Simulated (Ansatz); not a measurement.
Input file for Ansatz (a quantum-chemistry and plane-wave program): R-CCSD(T)/aug-cc-pVQZ on H2 (SMILES [H][H]).

Ansatz 0.2 input:
```yaml
crystal:
  periodic: [false, false, false]
  atoms:
    - {symbol: H, position_ang: [0.00000000, 0.00000000, 0.00000000]}
    - {symbol: H, position_ang: [0.74187646, 0.00000000, 0.00000000]}
basis:
  gaussian:
    orbitals: aug-cc-pVQZ
magnetization: {spin_polarized: false}
correlation: {method: ccsd_t, electrons: outside_noble_gas}
scf: {lower_state_search: off}
```

Task: What total energy does the run end on?

Result: -1.1739 hartree (reference determinant -1.1335, T1 diagnostic 0.006).
